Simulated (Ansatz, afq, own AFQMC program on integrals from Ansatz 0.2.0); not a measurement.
## AlH3 + SiH, doublet: a scan with AFQMC

```xyz
6

Al   -1.7258    0.0252    0.0000
H    -2.5187    1.3986    0.0000
H    -2.5187   -1.3482    0.0000
H    -0.1400    0.0252    0.0000
Si    1.7662    0.0252    0.0000
H     2.1626   -1.4543    0.0000
```

A hydrogen atom is moved from one rigid fragment to the other; the Al1–H4 distance tells how far. The two fragments are held close together, so this isn't a minimum-energy path and the start is a compressed complex. Energies in mEh count from this geometry (1.586 Å) at the same level; the start stands on UHF, each point on the determinant named.

Basis cc-pVTZ. Noble-gas cores (and the filled d shells of Ga–Kr and In–Xe) are frozen. AFQMC by an in-house program on the Cholesky factors that Ansatz 0.2.0 writes for its CCSD(T) run. ph-AFQMC/CISD is guided by a CISD state made of CCSD amplitudes; releasing the constraint for a short imaginary time cuts its bias at the price of noise, slowly where states lie close. Uncertainties: one standard error, sampling alone.

Cautions, each for one point or more: the ph-AFQMC/CISD walk drifts between its halves.

```csv
r(Al1–H4) / Å,det.,T1,weight,⟨S²⟩,CCSD(T),ph-AFQMC/CISD,MP2,r2SCAN
1.719,UHF,0.027,0.85,0.79,0.5,-0.1 ± 0.3,0.8,-1.6
1.786,UHF,0.028,0.84,0.78,3.1,2.7 ± 0.3,3.5,0.0
1.852,UHF,0.030,0.84,0.78,7.0,6.3 ± 0.3,7.6,2.8
1.919,UHF,0.033,0.84,0.78,12.4,11.9 ± 0.3,13.2,7.3
2.052,UHF,0.039,0.82,0.78,28.9,28.8 ± 0.3,30.5,22.1
```

Weight is that of the determinant in the CISD state; at the start T1 is 0.025 and the weight 0.85, and ⟨S²⟩ is 0.79. Largest departures from phaseless AFQMC with a CISD trial: CCSD(T) 0.7 mEh at 1.852 (on UHF), MP2 1.6 mEh at 2.052 (on UHF), r2SCAN -6.8 mEh at 2.052. The walk's constraint bias lies outside its error bars, so these are departures and not errors. Functionals count only at points shown to share the start's state and spin.

Some points may be missing: those where a free walk finds a much lower state, and past Zn most of those on another determinant than at the start.

A walk keeps the symmetry of its determinant, which the program's search chose and which needn't be the lowest solution, so a lower state of the same spin and another symmetry isn't excluded.
